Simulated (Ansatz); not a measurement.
Results of PBEsol in Ansatz (PAW) for fcc Rh.

Run with plane-wave cutoff 500 eV, 16×16×1 k mesh (along the axes of the cell as run), Fermi–Dirac smearing 0.1 eV, scalar-relativistic PAW data made under PBE.

**Question.** Give the computed surface energy of the (210) face and work function of the (210) face.

**Answer.** 
* **surface energy of the (210) face**: 3.04 J/m²
* **work function of the (210) face**: 4.70 eV

The slab of 20 atoms is relaxed and unreconstructed.

The computed numbers hold no vibrational or temperature effects.

Ansatz is a program for electronic structure.
